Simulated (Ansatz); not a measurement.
# C3H5N: the cost of one run

Program: Ansatz 0.2.0, Gaussian basis. Level of theory: the settings change from run to run. These are calculated values, not measurements.

## 1. The relaxed structure

The structure was relaxed beforehand with PBE0-D4 in a triple-zeta def2 set.

SMILES `NC1C=C1`, 9 atoms, charge 0, spin multiplicity 1.

Atoms are counted from 1 here; the program's logs count them from 0.

Bond lengths: N1–C2 1.440 Å, N1–H5 1.013 Å, N1–H6 1.013 Å, C2–C3 1.495 Å, C2–C4 1.479 Å, C2–H7 1.090 Å, C3–C4 1.297 Å, C3–H8 1.079 Å, C4–H9 1.079 Å. Angles: C2–N1–H5 111.0°, C2–N1–H6 110.5°, H5–N1–H6 107.8°, N1–C2–C3 123.5°, N1–C2–C4 120.2°, N1–C2–H7 110.6°, C3–C2–C4 51.7°, C3–C2–H7 119.8°, C4–C2–H7 119.6°, C2–C3–C4 63.5°, C2–C3–H8 148.0°, C4–C3–H8 148.3°, C2–C4–C3 64.8°, C2–C4–H9 146.3°, C3–C4–H9 148.7°.

## 2. wB97M-V/def2-SVPD

This run has charge -1, multiplicity 2.

Contents of in.yaml:

```yaml
crystal:
  periodic: [false, false, false]
  atoms:
    - {symbol: N, position_ang: [-0.225668, 1.288804, -0.575677]}
    - {symbol: C, position_ang: [0.496770, 0.102829, -0.193413]}
    - {symbol: C, position_ang: [-0.164140, -1.202160, 0.115746]}
    - {symbol: C, position_ang: [0.263458, -0.515532, 1.129861]}
    - {symbol: H, position_ang: [-0.244909, 1.393170, -1.582985]}
    - {symbol: H, position_ang: [-1.184138, 1.240025, -0.251314]}
    - {symbol: H, position_ang: [1.503920, 0.115163, -0.611274]}
    - {symbol: H, position_ang: [-0.695070, -2.068036, -0.247915]}
    - {symbol: H, position_ang: [0.338277, -0.400663, 2.199973]}
basis:
  gaussian: {orbitals: def2-SVPD}
total_charge: -1
magnetization: {spin_polarized: true, initial_magnetization: 1}
hamiltonian: {xc: {name: wB97M-V}}
output: {forces: true}
```

Launch:

```bash
ansatz run in.yaml --threads 2 --pin off --events-out ev --progress --plain --max-ram 4352MiB
```

**Question.** How long does this run take on 2 threads of Arm Neoverse V1, shared host, and how much memory does it need?

About 54 s, with a peak of 0.52 GiB.
